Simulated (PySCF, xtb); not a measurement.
SiF4, SMILES [Si](F)(F)(F)F.

GFN2-xTB (xtb) at its own geometry gives an orbital gap of 11.23 eV and a dipole moment of 0.00 D.

Geometry optimised at ωB97X-D3(BJ)/def2-SVP. The isomer is the one that the SMILES or the coordinates give; other isomers of the formula were not compared.

Q: What does ωB97X/def2-TZVP in PySCF give? (An estimate is asked for; the answer gives what the named calculation found.)

A: gap 17.70 eV (levels -15.31 and 2.40 eV), dipole 0.00 D.
